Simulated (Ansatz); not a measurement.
We consider hcp Y, described by LDA (plane waves, PAW; Ansatz, an electronic-structure program).

Run with plane-wave cutoff 520 eV, 18×18×10 k mesh (along the axes of the cell as run), Fermi–Dirac smearing 0.05 eV, scalar-relativistic PAW data made under PBE.

Equation-of-state points:

```
V (Å³/atom)  E − E_lowest (meV/atom)  P (GPa)
-----------  -----------------------  -------
28.739                          6.89    1.901
29.337                          1.66    0.910
29.936                          0.00   -0.006
30.535                          1.63   -0.857
31.133                          6.33   -1.647
```

Task: Fit the third-order Birch–Murnaghan equation and give B0 and B′.

Result: V0 = 29.931 Å³/atom, B0 = 44.2 GPa, B′ = 2.8 (fit to the energies at full precision).

Shape and atoms are relaxed at each volume.

Measured, for comparison: bulk modulus 41.7 GPa (zero-point energy and finite temperature contributions removed, our sources range from 37.3 to 41.7; as tabulated in doi:10.1021/acs.jctc.3c00612). Computed (rounded) less measured: bulk modulus +6 % (+6 % to +18 % over the range).

Note: the bulk modulus comes from volumes at which shape and atoms were relaxed.

Static lattice: no zero-point or thermal effects.

Cost on a shared machine: around 100 core-seconds (rough).
